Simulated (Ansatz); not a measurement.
fcc Au, treated with rVV10 (plane waves, PAW; Ansatz, an electronic-structure program).

Numerical settings: plane-wave cutoff 520 eV, 24×24×24 k mesh, Fermi–Dirac smearing 0.05 eV, scalar-relativistic PAW data made under PBE.

Computed at the level's own relaxed cell.

What does this level give for the equilibrium volume per atom, bulk modulus, lattice constant a and pressure derivative B′ of the bulk modulus?


* **equilibrium volume per atom**: 18.50 Å³/atom
* **bulk modulus**: 134 GPa
* **lattice constant a**: 4.198 Å
* **pressure derivative B′ of the bulk modulus**: 5.7

The run finds no gap.

Measured, for comparison: equilibrium volume per atom 16.76 Å³/atom, lattice constant a 4.062 Å (static lattice: zero-point anharmonic expansion removed; as tabulated in Mejia-Rodriguez and Trickey (2018), arXiv:1807.09216); bulk modulus 182 GPa (0 K value with the zero-point phonon effect removed, our sources range from 175 to 182; as tabulated in Mejia-Rodriguez and Trickey (2018), arXiv:1807.09216). Computed (rounded) less measured: equilibrium volume per atom +10.4 %, bulk modulus -26 % (-23 % to -26 % over the range), lattice constant a +3.3 %.

Spin–orbit coupling is not included; it can shift volumes and moduli of such heavy elements.

Static lattice: no zero-point or thermal effects.

Cost on a shared machine: around 80 core-seconds (rough).
